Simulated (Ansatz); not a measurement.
## BOF (fluoro(oxo)borane): the energy, rung by rung

BOF: 3 atoms, total charge 0, spin state singlet. As SMILES, `O=BF`. The shape is that of a PBE0-D4/def2-TZVP optimisation.

```csv
atom,x (Å),y (Å),z (Å)
O,0.9831,-0.5651,0.4799
B,0.0203,-0.0116,0.0099
F,-1.0034,0.5768,-0.4898
```

Quantity: the energy change with the O1–B2 bond stretched from 1.206 to 1.507 Å, in eV. The values are calculated.

| level | kind | program | value (eV) | less FCI/STO-3G | CPU time (all runs) |
| --- | --- | --- | --- | --- | --- |
| HF/STO-3G (restricted) | Hartree–Fock | Ansatz | 3.18 | +1.13 | 0.16 s |
| SVWN5/STO-3G (restricted) | LDA | Ansatz | 1.98 | -0.07 | 0.51 s |
| BLYP/STO-3G (restricted) | GGA | Ansatz | 1.71 | -0.34 | 0.82 s |
| r2SCAN/STO-3G (restricted) | meta-GGA | Ansatz | 2.06 | +0.01 | 1.9 s |
| PBE0/STO-3G (restricted) | global hybrid | Ansatz | 2.28 | +0.23 | 0.82 s |
| wB97M-V/STO-3G (restricted) | range-separated hybrid | Ansatz | 2.36 | +0.31 | 9.2 s |
| MP2/STO-3G (restricted) | perturbation theory | Ansatz | 2.41 | +0.36 | 0.12 s |
| CCSDT(Q)/STO-3G (restricted) | coupled cluster or CI | Ansatz | 2.02 | -0.03 | 0.96 s |
| CCSDT/STO-3G (restricted) | coupled cluster or CI | Ansatz | 2.05 | 0.00 | 0.56 s |
| FCI/STO-3G | exact in the basis | Ansatz | 2.05 | 0.00 | 1.2 s |

FCI/STO-3G is exact within its basis and frozen core, so for wave-function methods in that basis the difference is their error; functionals converge differently with the basis, so for them it is only a difference. The first shape isn't each level's own minimum. The values span 1.71 to 3.18 eV. All rows use very small basis sets, so none should be taken for the real molecule's value. In so small a basis fixed costs decide the times, and correlated methods can beat functionals. Times are those of the runs behind each value, whatever else they computed, on shared processors of several kinds: orders of magnitude only.
